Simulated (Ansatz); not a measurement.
## HSiMg, quartet: reading a ladder of total energies

Geometry: a point of a stretch scan, not a stationary point.

```yaml
atoms:
  - { symbol: Si, position_ang: [0.0000, 0.0000, -0.8393] }
  - { symbol: Mg, position_ang: [0.0000, 0.0000, -3.3185] }
  - { symbol: H, position_ang: [0.0000, 0.0000, 4.1577] }
```

Basis 6-31G; Ansatz 0.2.0. Correlated methods freeze the noble-gas cores, which leaves 7 electrons in 18 orbitals. R marks a restricted (for open shells ROHF) determinant. The metal's outer-core shells are frozen, which leaves out core–valence correlation.

Full CI is exact within this basis and frozen core; it isn't the basis-set limit.

RCCSD has a T1 diagnostic of 0.060 and a largest doubles amplitude of 0.22.

Runs differ by some tens of microhartree through their thresholds and, for an open shell, their frozen cores, so steps under 0.03 kcal/mol mean nothing.

```csv
level,total energy (hartree)
RHF,-488.916804
RMP2,-488.965912
RCCSD,-488.989389
RCCSD(T),-488.991780
RCCSDT,-488.992851
RCCSDT(Q),-488.993017
RCCSDTQ,-488.993047
full CI,-488.993053
```

**Question.** What is the correlation energy at full CI, and what share of it do RMP2 and RCCSDT recover?

**Answer.** E(corr) = -488.993053 − (-488.916804) = -0.076249 hartree = -2.075 eV. RMP2: -0.049108 / -0.076249 = 64.40 %. RCCSDT: -0.076047 / -0.076249 = 99.74 %.

**Question.** By how many kcal/mol does RCCSD(T) miss full CI (1 hartree = 627.509 kcal/mol), and which steps make up the rest?

**Answer.** -488.991780 − (-488.993053) = 0.001273 hartree = 0.80 kcal/mol. Steps: RCCSDT − RCCSD(T) = -0.67, RCCSDT(Q) − RCCSDT = -0.10, RCCSDTQ − RCCSDT(Q) = -0.02, full CI − RCCSDTQ = 0.00 kcal/mol. That is within 1 kcal/mol of the reference in this basis, which itself misses far more of the correlation at the basis-set limit.
